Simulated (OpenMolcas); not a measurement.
# A ladder of methods for AlH2Cl (SMILES [H][Al]([H])[Cl])

The species is AlH2Cl (4 atoms), meant as a singlet with charge 0. SMILES: `[H][Al]([H])[Cl]`. Geometry: a GFN2-xTB relaxation, a rough one for these elements and not checked as a minimum.

```csv
atom,x (Å),y (Å),z (Å)
Al,0.0498,0.0829,-0.0022
H,1.5870,0.1095,0.0133
H,-0.6511,1.4514,-0.0195
Cl,-0.9857,-1.6439,0.0084
```

Each level gives the energy change with the Al1–H2 bond stretched from 1.538 to 2.306 Å (eV). The values are calculated.

| level | kind | program | value (eV) | less FCI/STO-3G | CPU time (all runs) |
| --- | --- | --- | --- | --- | --- |
| HF/STO-3G (restricted) | Hartree–Fock | OpenMolcas | 4.08 | +1.09 | 2.9 s |
| SVWN5/STO-3G (restricted) | LDA | OpenMolcas | 2.98 | -0.01 | 5.5 s |
| PBE/STO-3G (restricted) | GGA | OpenMolcas | 2.89 | -0.10 | 6 s |
| r2SCAN/STO-3G (restricted) | meta-GGA | OpenMolcas | 3.12 | +0.13 | 7.3 s |
| PBE0/STO-3G (restricted) | global hybrid | OpenMolcas | 3.25 | +0.26 | 5.9 s |
| B2PLYP/STO-3G (restricted) | double hybrid | OpenMolcas | 3.31 | +0.32 | 5.9 s |
| MP2/STO-3G (restricted) | perturbation theory | OpenMolcas | 3.52 | +0.53 | 3 s |
| MRCI(2,2)/STO-3G | multireference | OpenMolcas | 3.00 | +0.01 | 3.4 s |
| FCI/STO-3G | exact in the basis | OpenMolcas | 2.99 | 0.00 | 7.5 s |

FCI/STO-3G is exact within its basis and frozen core, so for wave-function methods in that basis the difference is their error; functionals converge differently with the basis, so for them it is only a difference. Spin-restricted single references rise too steeply as a bond breaks, Hartree–Fock most of all. The first shape isn't each level's own minimum. The values span 2.89 to 4.08 eV. All rows use very small basis sets, so even the best lies far from the true value. CPU times are rough (shared hosts, several kinds of processor): they show what a rung costs within a factor of a few.
